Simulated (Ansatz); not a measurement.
Results of PBEsol (Ansatz, a first-principles code, PAW) for fluorite SrCl2.

Settings: plane-wave cutoff 500 eV, 8×8×8 k mesh, gaussian smearing 0.02 eV, scalar-relativistic PAW data made under PBE.

Cell (relaxed at this level):

```cif
data_Cl8Sr4
_chemical_formula_sum 'Sr4 Cl8'
_space_group_name_H-M_alt 'Fm-3m'
_space_group_IT_number 225
_space_group_name_Hall '-F 4 2 3'
_cell_length_a 6.90683
_cell_length_b 6.90683
_cell_length_c 6.90683
_cell_angle_alpha 90.000
_cell_angle_beta 90.000
_cell_angle_gamma 90.000
loop_
_atom_site_label
_atom_site_type_symbol
_atom_site_symmetry_multiplicity
_atom_site_Wyckoff_symbol
_atom_site_fract_x
_atom_site_fract_y
_atom_site_fract_z
_atom_site_occupancy
Sr1 Sr 4 a 0.00000 0.00000 0.00000 1
Cl1 Cl 8 c 0.25000 0.25000 0.25000 1
```
(The calculation used a cell of 3 atoms; values per cell refer to that cell.)

**Question.** Give the computed band gap.

**Answer.** 
- band gap = 5.25 eV (on the SCF k mesh)

Measured, for comparison: band gap 7.5 eV (temperature not stated, no zero-point or thermal correction; as tabulated in Aguado et al. (1999), arXiv:cond-mat/9901145).

Spin–orbit coupling is not included.

Static lattice: no zero-point or thermal effects.
